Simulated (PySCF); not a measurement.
## Fractional electron number in Li (lithium, neutral)

The 2s alpha orbital of [He] 2s1 is emptied in steps (occupation f), with all orbitals relaxed, ending at 1s2. All numbers are calculated (PySCF 2.14, the non-relativistic Hamiltonian (point nucleus), in def2-TZVP (5s3p, 14 functions)). The exact energy is a straight line in f; departures are measured from the line between the end points of the same method.

```csv
f,UHF (eV),LDA (eV),PBE (eV),PBE0 (eV),LC-wPBE (eV),BHandHLYP (eV),CAM-B3LYP (eV)
1,0.000,0.000,0.000,0.000,0.000,0.000,0.000
0.9,0.000,-0.207,-0.212,-0.156,0.003,-0.114,-0.085
0.7,0.000,-0.476,-0.490,-0.357,0.009,-0.264,-0.197
0.5,0.000,-0.549,-0.571,-0.413,0.015,-0.310,-0.230
0.3,0.000,-0.435,-0.462,-0.331,0.016,-0.255,-0.188
0.1,0.000,-0.159,-0.182,-0.128,0.009,-0.105,-0.077
0,0.000,0.000,0.000,0.000,0.000,0.000,0.000
```

```
   method  E(f=0) − E(f=1) (eV)  −ε at f=1 (eV)  −ε at f=0.5 (eV)
      UHF                 5.342           5.343             5.342
      LDA                 5.471           3.162             5.584
      PBE                 5.586           3.220             5.665
     PBE0                 5.569           3.827             5.644
  LC-wPBE                 5.578           5.601             5.601
BHandHLYP                 5.514           4.243             5.539
CAM-B3LYP                 5.600           4.647             5.625
```

Orbital energy along the path (eV):

```json
{"f": "1", "UHF": "-5.343", "LDA": "-3.162", "PBE": "-3.220", "PBE0": "-3.827", "LC-wPBE": "-5.601", "BHandHLYP": "-4.243", "CAM-B3LYP": "-4.647"}
{"f": "0.9", "UHF": "-5.342", "LDA": "-3.642", "PBE": "-3.707", "PBE0": "-4.195", "LC-wPBE": "-5.607", "BHandHLYP": "-4.503", "CAM-B3LYP": "-4.845"}
{"f": "0.7", "UHF": "-5.342", "LDA": "-4.616", "PBE": "-4.692", "PBE0": "-4.930", "LC-wPBE": "-5.610", "BHandHLYP": "-5.024", "CAM-B3LYP": "-5.239"}
{"f": "0.5", "UHF": "-5.342", "LDA": "-5.584", "PBE": "-5.665", "PBE0": "-5.644", "LC-wPBE": "-5.601", "BHandHLYP": "-5.539", "CAM-B3LYP": "-5.625"}
{"f": "0.3", "UHF": "-5.341", "LDA": "-6.487", "PBE": "-6.580", "PBE0": "-6.301", "LC-wPBE": "-5.567", "BHandHLYP": "-6.035", "CAM-B3LYP": "-5.991"}
{"f": "0.1", "UHF": "-5.341", "LDA": "-7.122", "PBE": "-7.355", "PBE0": "-6.829", "LC-wPBE": "-5.509", "BHandHLYP": "-6.483", "CAM-B3LYP": "-6.312"}
{"f": "0", "UHF": "-5.341", "LDA": "-6.510", "PBE": "-6.758", "PBE0": "-6.329", "LC-wPBE": "-5.479", "BHandHLYP": "-6.515", "CAM-B3LYP": "-6.333"}
```

As f goes to zero the orbital energy of a semilocal functional can turn back, because the density of that orbital vanishes from the exchange-correlation potential.

Reference removal energy between the ground levels: 5.392 eV (measured; NIST Atomic Spectra Database, ionization energies). UHF lacks correlation.
